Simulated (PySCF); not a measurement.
**Partial charges of `[SiH4]`**

Species: SiH4.
Z-matrix (Å and degrees, PBE0-D3(BJ)/def2-SVP geometry), rows numbered from 1:
```
Si
H   1  1.4928
H   1  1.4928  2  109.48
H   1  1.4929  2  109.47  3  -120.04
H   1  1.4930  2  109.51  3   119.94
```

Density: PBE0/pcSseg-1 (PySCF); schemes: Mulliken, IAO, Hirshfeld and ESP-fitted. Geometry: PBE0-D3(BJ)/def2-SVP; no solvent, vibrations or thermal averaging.

Q: Atoms with like bonding are taken together and averaged. Which atoms carry the lowest charge in the Mulliken, IAO, Hirshfeld and ESP-fitted schemes?

A: All schemes agree: Mulliken H2/H3/H4/H5 (-0.082); IAO H2/H3/H4/H5 (-0.104); Hirshfeld H2/H3/H4/H5 (-0.072); ESP-fitted H2/H3/H4/H5 (-0.074).

Q: For which atoms does the sign change between the 4 schemes (beyond +0.03 e in one, beyond −0.03 e in another)?

A: For none.

Q: Give the atomic charges in each scheme.

A: In e; atoms taken as equivalent share a row and are averaged (×n: the atom named and its like, n in all):

```json
{"atom": "Si1", "environment": "four-coordinate silicon", "Mulliken": "+0.326", "IAO": "+0.417", "Hirshfeld": "+0.286", "ESP-fitted": "+0.295"}
{"atom": "H2/H3/H4/H5", "environment": "Si–H hydrogen", "Mulliken": "-0.082", "IAO": "-0.104", "Hirshfeld": "-0.072", "ESP-fitted": "-0.074"}
```

Mean size of the charges over all atoms: IAO 0.167 e, Mulliken 0.131 e, ESP-fitted 0.118 e, Hirshfeld 0.114 e. Each set sums to the total charge, 0, to within 0.001 e. The Mulliken scheme gives each basis function's population to the atom it is centred on and halves the overlap population of two atoms between them. The Hirshfeld scheme weights the molecular density at each point by an atom's share of the summed free-atom densities.

Q: How many electrons does the ESP-fitted scheme count on Si1?

A: Z − q = 14 − (+0.295) = 13.705.

Q: Sum the charges by element, for elements with more than one atom.

A: 
```
element  atoms  Mulliken     IAO  Hirshfeld  ESP-fitted
      H      4    -0.326  -0.417     -0.286      -0.295
```
